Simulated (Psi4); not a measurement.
# PBE/cc-pCVDZ (sweep point 2) run of BNH3Cl (SMILES NBCl)

Aim: the energy change on altering one bond length of BNH3Cl at PBE/cc-pCVDZ (sweep point 2), from 2 runs. 

Program for the calculation: Psi4 1.11.

## (1) Starting point

BNH3Cl: 6 atoms, total charge 0, spin state singlet. As SMILES, `NBCl`. The shape is that of a PBE0-D4/def2-TZVP optimisation.

Bond lengths: N1–B2 1.383 Å, B2–Cl3 1.768 Å, N1–H4 1.005 Å, N1–H5 1.006 Å, B2–H6 1.191 Å. Angles: N1–B2–Cl3 119.7°, N1–B2–H6 121.5°, Cl3–B2–H6 118.8°, B2–N1–H4 122.2°, B2–N1–H5 123.2°, H4–N1–H5 114.7°.

## (2) A single-point energy at PBE/cc-pCVDZ (sweep point 2)

Input file calc.inp:

```
memory 1.6 GB

molecule {
  0 1
  N     -0.395600    -0.007800    -0.658000
  B      0.369600    -0.158900     0.483700
  Cl     0.529900     1.189300     1.616000
  H     -0.511800    -0.749300    -1.326600
  H     -0.878600     0.844500    -0.888200
  H      0.928800    -1.181900     0.727100
  symmetry c1
}

set globals {
  basis                cc-pCVDZ
  reference            rks
  puream               true
  scf_type             pk
  dft_radial_points    99
  dft_spherical_points 590
}

energy_value, wavefunction = energy('pbe', return_wfn=True)
```

Started as:

```sh
$ psi4 -i calc.inp -o calc.out -n 1
```

calc.out, shortened:

```text
[...]
  Running in c1 symmetry.
[...]
  Nuclear repulsion =   85.398153537645072
[...]
  Multiplicity = 1
[...]
  Nalpha       = 16
  Nbeta        = 16
[...]
    Number of basis functions: 78
[...]
   @RKS iter   1:  -541.06730558054517   -2.24466e-02   1.12284e-02 DIIS/ADIIS
[...]
   @RKS iter   9:  -541.40186285214224   -2.87680e-08   4.03636e-07 DIIS
[...]
    Orbital Energies [Eh]
    ---------------------
    Doubly Occupied:
       1A   -100.628421     2A    -14.004983     3A     -9.145231
       4A     -6.964671     5A     -6.958670     6A     -6.956983
       7A     -6.538461     8A     -0.810453     9A     -0.738424
      10A     -0.480844    11A     -0.476059    12A     -0.379604
      13A     -0.321414    14A     -0.305505    15A     -0.255642
      16A     -0.250582
[...]
  @RKS Final Energy:  -541.40186285214224
   => Energetics <=
    Nuclear Repulsion Energy =             85.3981535376450722
    One-Electron Energy =                -914.7177147719110053
    Two-Electron Energy =                 328.0214857363461078
    DFT Exchange-Correlation Energy =     -40.1037873542223764
    Empirical Dispersion Energy =           0.0000000000000000
    VV10 Nonlocal Energy =                  0.0000000000000000
    Total Energy =                       -541.4018628521422443
[...]
 Multipole Moments:
 ------------------------------------------------------------------------------------
     Multipole            Electronic (a.u.)      Nuclear  (a.u.)        Total (a.u.)
 ------------------------------------------------------------------------------------
 L = 1.  Multiply by 2.5417464519 to convert [e a0] to [Debye]
 Dipole X            :          1.0011355           -1.5168329           -0.5156974
 Dipole Y            :          2.2992460           -2.5325794           -0.2333334
 Dipole Z            :          3.1101425           -4.0964306           -0.9862881
 Magnitude           :                                                    1.1371686
[...]
```

Wall time 11 s (1 thread of Intel Xeon 6975P-C (Granite Rapids), shared host); peak memory 0.97 GiB.

## (3) The distorted shape

Input file job.in:

```
memory 1.6 GB

molecule mol {
  0 1
  N     -0.778178     0.067746    -1.228817
  B      0.369600    -0.158900     0.483700
  Cl     0.529900     1.189300     1.616000
  H     -0.894378    -0.673754    -1.897417
  H     -1.261178     0.920046    -1.459017
  H      0.928800    -1.181900     0.727100
  symmetry c1
}

set {
  basis cc-pCVDZ
  puream true
  scf_type pk
  dft_radial_points 99
  dft_spherical_points 590
}

e_tot = energy('pbe')
```

Started as:

```sh
$ psi4 job.in job.out -n 1
```

job.out, shortened:

```text
[...]
  Running in c1 symmetry.
[...]
  Nuclear repulsion =   74.881022533933276
[...]
  Multiplicity = 1
[...]
  Nalpha       = 16
  Nbeta        = 16
[...]
    Number of basis functions: 78
[...]
   @RKS iter   1:  -540.91054667069898   -2.26100e-01   1.14627e-02 ADIIS/DIIS
[...]
   @RKS iter  10:  -541.27705293489328   -5.29262e-08   9.73396e-07 DIIS
[...]
    Orbital Energies [Eh]
    ---------------------
    Doubly Occupied:
       1A   -100.670392     2A    -13.978803     3A     -9.186085
       4A     -7.005708     5A     -6.999882     6A     -6.997697
       7A     -6.621275     8A     -0.777828     9A     -0.723688
      10A     -0.461280    11A     -0.414873    12A     -0.364440
      13A     -0.332306    14A     -0.321444    15A     -0.274758
      16A     -0.184746
[...]
  @RKS Final Energy:  -541.27705293489328
   => Energetics <=
    Nuclear Repulsion Energy =             74.8810225339332760
    One-Electron Energy =                -893.3675063158352714
    Two-Electron Energy =                 317.1153266376880424
    DFT Exchange-Correlation Energy =     -39.9058957906792457
    Empirical Dispersion Energy =           0.0000000000000000
    VV10 Nonlocal Energy =                  0.0000000000000000
    Total Energy =                       -541.2770529348932769
[...]
 Multipole Moments:
 ------------------------------------------------------------------------------------
     Multipole            Electronic (a.u.)      Nuclear  (a.u.)        Total (a.u.)
 ------------------------------------------------------------------------------------
 L = 1.  Multiply by 2.5417464519 to convert [e a0] to [Debye]
 Dipole X            :          2.0697705           -2.1415588           -0.0717883
 Dipole Y            :          2.3066874           -2.4092175           -0.1025301
 Dipole Z            :          4.8459468           -5.0285389           -0.1825920
 Magnitude           :                                                    0.2213726
[...]
```

It took 9.3 s on 1 thread of Intel Xeon 6975P-C (Granite Rapids), shared host; peak memory 0.94 GiB.

## (4) Outcome

Level: PBE/cc-pCVDZ (sweep point 2).

```
                                                         quantity          value
                                        first shape: total energy  -541.40186 Eh
                                       first shape: dipole moment         2.89 D
                                         first shape: HOMO energy       -6.82 eV
                                         first shape: LUMO energy       -0.45 eV
                                       first shape: HOMO–LUMO gap        6.37 eV
                                    distorted shape: total energy  -541.27705 Eh
                                   distorted shape: dipole moment         0.56 D
                                     distorted shape: HOMO energy       -5.03 eV
                                     distorted shape: LUMO energy       -2.42 eV
                                   distorted shape: HOMO–LUMO gap        2.61 eV
energy change with the N1–B2 bond stretched from 1.383 to 2.074 Å       3.396 eV
```

With the N1–B2 bond stretched from 1.383 to 2.074 Å the energy rises by 3.40 eV (328 kJ/mol). The first shape isn't relaxed at this level, so the change isn't measured from a minimum.
